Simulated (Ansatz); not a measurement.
**Pulling the pair apart**

The pair of CH4 (SMILES C, atoms 1–5) and C2H6 (SMILES CC, atoms 6–13), both closed shells, in one local arrangement (a lower one may exist), relaxed at PBE0-D4/def2-TZVP:

```tsv
atom	x (Å)	y (Å)	z (Å)
C1	0.1250	0.0669	-2.3741
H2	0.1401	0.3260	-3.4325
H3	1.1107	-0.2875	-2.0730
H4	-0.6112	-0.7181	-2.2031
H5	-0.1391	0.9460	-1.7872
C6	-0.2337	0.7012	1.4710
C7	0.0774	-0.7848	1.4966
H8	0.5699	1.2683	0.9951
H9	-1.1528	0.9062	0.9166
H10	-0.3635	1.0994	2.4803
H11	-0.7263	-1.3522	1.9722
H12	0.9963	-0.9901	2.0511
H13	0.2071	-1.1812	0.4870
```

C2H6 is shifted rigidly along the line between the mean atom positions of the two fragments (negative: closer). Counterpoise interaction energies in kJ/mol. Program: Ansatz 0.2.0. Basis: def2-TZVPPD. Cores are frozen in the correlated methods. B3LYP uses VWN-RPA correlation.

```csv
shift (Å),B3LYP-D4,MP2,HF
-0.39,-1.1,-1.1,7.8
-0.20,-2.6,-2.5,4.0
0.00,-2.9,-2.8,2.0
0.20,-2.6,-2.5,1.0
0.47,-1.9,-2.0,0.3
0.98,-1.0,-1.1,0.0
1.96,-0.3,-0.4,0.0
3.91,-0.1,-0.1,0.0
```

Q: What does CCSD(T) give at these shifts? (Judge from chemistry; the value comes from the calculation.)

A: By the calculation: -1.2, -2.6, -2.9, -2.6, -2.1, -1.2, -0.4, -0.1 kJ/mol. For zero shift, CCSD(T) at an estimated basis limit (MP2 extrapolated from triple and quadruple zeta, plus CCSD(T) − MP2 in triple zeta) gives -3.2 kJ/mol. These are counterpoise interaction energies, counted from the two frozen fragments.

No T1 diagnostic of these runs exceeds 0.008.

For scale, one of the runs: CCSD(T)/def2-TZVPPD, 281 basis functions, launched by `ansatz run in.yaml --threads 4 --pin off --events-out ev --progress --plain --max-ram 9574MiB`. Time: 92 s of wall clock on 4 CPU threads of an AMD EPYC 7B13; the host was shared. Peak host memory: 8.3 GiB.
